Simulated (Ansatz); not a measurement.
## How far each method lies from RCCSDTQ for [GeH3···H···H], doublet

Geometry: a point of a hydrogen-transfer path between rigid fragments, not a stationary point.

```yaml
atoms:
  - { symbol: Ge, position_ang: [-0.0464, 0.0000, 0.0000] }
  - { symbol: H, position_ang: [-0.5579, 1.4466, 0.0000] }
  - { symbol: H, position_ang: [-0.5579, -0.7233, 1.2528] }
  - { symbol: H, position_ang: [-0.5579, -0.7233, -1.2528] }
  - { symbol: H, position_ang: [2.1366, 0.0000, 0.0000] }
  - { symbol: H, position_ang: [2.8816, 0.0000, 0.0000] }
```

Basis cc-pVDZ; Ansatz 0.2.0. Only valence electrons are correlated (noble-gas cores and the filled d shells of p-block atoms frozen), which leaves 9 electrons in 38 orbitals. R marks a restricted (for open shells ROHF) determinant, U an unrestricted one. Active spaces: pair = (3e, 3o) about the gap; valence = (9e, 9o) chosen from the atoms' valence shells. No spin–orbit coupling is included, and no scalar relativity.

Full CI isn't at hand for all of this; RCCSDTQ serves as the reference, and is uncertain by about the last step of the cluster series. The frozen core follows each run's orbitals, which can shift R against U totals by a few meV for light atoms and by up to 0.1 eV past Ca.

For open shells CISD is restricted-active-space CI with the open shells as a complete middle space.

* UHF ⟨S²⟩: 0.758
* T1 diagnostic (RCCSD): 0.0155
* largest doubles amplitude (RCCSD): 0.037

| level | E − E(RHF) (eV) |
| --- | --- |
| RMP2 | -3.3562 |
| RCCSD | -4.2773 |
| RCCSD(T) | -4.3444 |

**Question.** Estimate how far RCCSDTQ in cc-pVDZ lies from RCCSD(T). The table doesn't fix it; the size of (T) and the diagnostics are the guide.

**Answer.** RCCSDTQ in cc-pVDZ lies 19 meV below RCCSD(T), which is 28 % of the (T) step (-67 meV). The diagnostics give no warning, yet the rest is a sizeable part of (T).

The other levels:

```csv
level,E − E(RCCSDTQ) (meV),share of correlation (%),wall time
CISD,319,92.68,1.2 s
BCCD(T),19,99.57,1.6 s
RCCSDT,2,99.96,–
RCCSDT(Q),0,99.99,15 s
CASSCF (pair space),3873,11.25,–
NEVPT2 (pair space),964,77.90,2.4 s
CASSCF (valence space),2630,39.73,–
NEVPT2 (valence space),801,81.65,3.2 s
MRCISD (valence space),125,97.13,–
MRCISD+Q (valence space),7,99.84,5 s
```

The correlation energy at RCCSDTQ, counted from RHF, is -4.363 eV. That run took 45 s on 2 threads of AMD EPYC 7R13 with a shared H100 80 GB, shared host.

Run but not shown, since their state or frozen core can't be matched to the reference's or they repeat it: UHF, UMP2, UCCSD, UCCSD(T), UCCSDT, UCCSDT(Q).

Times hold each run's SCF and search for its determinant on a shared host, so for small cases they say little of a method's own cost; they ran on 1 thread of AMD EPYC 7R13.

Natural occupations of CASSCF (valence space) about the gap: 1.985 1.977 1.971 1.971 1.002 0.030 0.022 0.021 0.021; effectively unpaired electrons, Σ n²(2−n)², 1.02.
